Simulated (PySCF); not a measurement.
Calculation: PBE0-D3(BJ)/def2-TZVP (PySCF). All species are isolated molecules in the gas phase. 

Reference species (SMILES): `C=[SiH][S]` (neutral, multiplicity 2).

```yaml
dipole_moment: 3.35 D
```

Changed species: `[SH]` (radical fragment; the reference has radical fragment).

### Question
Give the shifts of the dipole moment.

### Answer
the dipole moment drops by 2.45 D, to 0.90 D.
